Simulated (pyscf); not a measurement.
Thermochemistry of product channels of `[GeH3][SnH3]` + `[H]` [doublet] on the doublet surface, in kcal/mol, from ωB97M-D3(BJ)/def2-TZVP energies (ideal gas, 1 atm, RRHO with modes under 100 cm⁻¹ raised to 100, one conformer, R ln 2 for chiral ones without a mode under 150 cm⁻¹). Structures and frequencies: ωB97X-D3(BJ)/def2-SVP in PySCF.

| products | ΔE | ΔH(298 K) | ΔG(600 K) | ΔG(1200 K) |
|---|---|---|---|---|
| `[GeH2][SnH3]` [doublet] + `[H][H]` | … | -21.5 | -25.6 | -29.2 |
| `[GeH3][SnH2]` [doublet] + `[H][H]` | … | -29.2 | -33.0 | -36.2 |

Fill in the missing entries.


- `[GeH2][SnH3]` [doublet] + `[H][H]`, ΔE: -22.5
- `[GeH3][SnH2]` [doublet] + `[H][H]`, ΔE: -30.8

These are energies of the channels, which say nothing of barriers. Elements up to Kr have no core potential and no relativistic terms here. Elements past Kr carry the def2 core potentials, without spin-orbit coupling.
